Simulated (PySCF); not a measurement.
Molecule (SMILES): C=CCl.
Geometry (B3LYP-D3(BJ)/def2-TZVP, fixed):
```xyz
6

C      0.0112     0.7589    -0.0124
C      1.3049     1.0233     0.0034
Cl    -0.6370    -0.8532     0.0042
H     -0.7591     1.5163    -0.0370
H      2.0529     0.2431     0.0280
H      1.6388     2.0524    -0.0084
```

Basis-set convergence of the mean static polarisability at PBE0 with PySCF. All functions are spherical. Density fitting with generated auxiliary sets. In sets without p functions on hydrogen, species with hydrogen take exact integrals. No added dispersion term, no relativity. Reference: the value in aug-pcseg-2, 41.25 bohr³. Deviations are taken from unrounded values. Cost is core time over that of pcseg-1, rough, on shared machines of one kind; a dash marks a row that isn't timed (too short, read off another run, short of memory, by another algorithm or on other hardware).

| basis | functions | mean static polarisability (bohr³) | minus reference (%) | cost |
|---|---|---|---|---|
| pcseg-0 | 37 | 26.02 | -36.9 | - |
| pcseg-1 | 61 | 31.23 | -24.3 | 1× |
| aug-pcseg-1 | 100 | 40.86 | -0.9 | 2× |
| pcseg-2 | 136 | 35.59 | -13.7 | 4× |
| aug-pcseg-2 | 211 | 41.25 | 0.0 | 9× |
| pcseg-3 | 283 | 39.54 | -4.1 | 20× |

The smallest set listed that lies within 5 % of the reference with all its larger relatives (same family, alike in diffuse functions; a set with none counts only in the reference's own line) is aug-pcseg-1 (100 functions, 2× in cost, -0.9 % off). Inside, with no larger relative to test it: pcseg-3.
